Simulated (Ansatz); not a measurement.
This Ansatz (a first-principles code) input (r2SCAN/6-31+G*) gives -535.46241 Eh with 44 basis functions. A basis named .json is the Basis Set Exchange file of that set (core-valence sets with the plain set on hydrogen).

Ansatz 0.2 input:
```yaml
crystal:
  periodic: [false, false, false]
  atoms:
    - {symbol: O, position_ang: [0.02020823, 1.01983024, 0.03651820]}
    - {symbol: H, position_ang: [-0.91858206, 1.34752059, 0.03195986]}
    - {symbol: Cl, position_ang: [0.04452448, -0.55918603, -0.01906502]}
basis:
  gaussian:
    orbitals: 6-31+G_.json
hamiltonian:
  xc: {name: r2SCAN}
total_charge: 1
magnetization: {spin_polarized: true, initial_magnetization: 1}
```

Change:
```diff
- orbitals: 6-31+G_.json
+ orbitals: pcseg-0.json
```

Q: What does the run give now?

A: -534.67038 Eh (r2SCAN/pcseg-0, 24 functions), a change of +792.03 mEh.
